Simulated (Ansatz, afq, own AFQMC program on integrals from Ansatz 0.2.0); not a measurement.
## H3O⁻, triplet: AFQMC among the cluster methods

| atom | x (Å) | y (Å) | z (Å) |
| --- | --- | --- | --- |
| O | 0.0702 | -0.0031 | 0.0000 |
| H | -0.3611 | 1.2165 | 0.0000 |
| H | -0.3765 | -0.5840 | 1.1506 |
| H | -0.3765 | -0.5840 | -1.1506 |

Basis 6-31++G**. Only valence electrons are correlated. Ansatz 0.2.0 and our own AFQMC program on the same integrals; the CISD trial comes from CCSD amplitudes, and released means the phaseless constraint is let go. Error bars are statistical, one sigma.

Determinant: UHF, the one that the program's search chose, which needn't be the lowest solution. The geometry is a point of a scan.

No full CI on the walks' own integrals is used here. The released AFQMC energy serves as the reference, which it does only where one determinant dominates, the energy is flat over the last release times and near the phaseless one (40 meV or 2 meV an electron, half that with transition metals). On small molecules, where full CI could be run and the noise was under 10 meV, such values lay within 10 meV of it in 19 cases of 20, a flattering rate, since the rule was set on those same cases; what remains of the bias isn't in the error bar.

Cautions: lower spins were not checked; the released value is read at 2.40 1/Eh with a noise of 27 meV, more than in the cases checked (meV from the phaseless value at times in 1/Eh: 4 ± 18 at 0.24, -32 ± 17 at 0.51, -24 ± 18 at 0.99, -52 ± 21 at 1.62, -29 ± 27 at 2.40).

```
T1 diagnostic                               : 0.0319
weight of the determinant in the CISD state : 0.879
⟨S²⟩ of the determinant                     : 2.022
size of the correlated space                : 10 electrons in 36 orbitals
```

Reference: AFQMC with the constraint released, correlation energy -7.339 ± 0.027 eV.

| level | E − E(reference) (kJ/mol) | share of correlation (%) |
| --- | --- | --- |
| HF | 708.1 ± 2.6 | 0.00 |
| MP2 | 46.7 ± 2.6 | 93.41 |
| CCSD | 27.9 ± 2.6 | 96.05 |
| CCSD(T) | 5.0 ± 2.6 | 99.29 |
| CCSDT | 3.4 ± 2.6 | 99.51 |
| CCSDT(Q) | -0.6 ± 2.6 | 100.08 |
| ph-AFQMC/HF | 23.5 ± 9.0 | 96.69 |
| ph-AFQMC/CISD | 2.8 ± 3.3 | 99.61 |

CCSDT and higher add their correlation energy to the determinant of the CCSD(T) run, since their own runs factorise the integrals more tightly (a shift of under 2 meV). A walk keeps the symmetry of its determinant, which the program's search chose and which needn't be the lowest solution, so a lower state of the same spin and another symmetry isn't excluded. Released energies are given only where the last usable release times agree within the noise; a slower fall can still hide under it.
